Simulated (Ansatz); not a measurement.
The input, for Ansatz 0.2.0:

```yaml
crystal:
  periodic: [false, false, false]
  atoms:
    - {symbol: Si, position_ang: [0.050637, 0.002385, 0.489658]}
    - {symbol: C, position_ang: [-0.114237, 0.010759, -1.166924]}
    - {symbol: H, position_ang: [-0.037617, 1.225358, 1.287782]}
    - {symbol: H, position_ang: [0.045492, -1.323957, 1.305996]}
    - {symbol: H, position_ang: [-0.057567, -0.096068, -2.332580]}
basis:
  gaussian: {orbitals: cc-pVDZ}
magnetization: {spin_polarized: true, initial_magnetization: 1}
correlation: {method: ccsd, electrons: outside_noble_gas}
scf: {lower_state_search: off}
frozen_core: true
```

```sh
$ ansatz run in.yaml --threads 1 --pin off --events-out ev --progress --plain --max-ram 2393MiB
```

(1) How does this run end?

## Answers

(1) Refused. The input was made wrong on purpose (unknown input key), so the run isn't a sound calculation of what was asked.
```
Error: YAML parse error: error: line 14 column 1: unknown field `frozen_core`, expected one of crystal, accuracy, basis, kpoints, hamiltonian, magnetization, projection, total_charge, correlation, batch, efield, external_charges, scf, relax, neb, saddle, md, ramp, phonons, dielectric, real_time, elastic, magnetic_configurations, gw, evaluate, workflow, output, checkpoint, execution
  --> <input>:14:1
   |
12 | correlation: {method: ccsd, electrons: outside_noble_gas}
13 | scf: {lower_state_search: off}
14 | frozen_core: true
   | ^ unknown field `frozen_core`, expected one of crystal, accuracy, basis, kpoints, hamiltonian, magnetization, projection, total_charge, correlation, batch, efield, external_charges, scf, relax, neb, saddle, md, ramp, phonons, dielectric, real_time, elastic, magnetic_configurations, gw, evaluate, workflow, output, checkpoint, execution
```
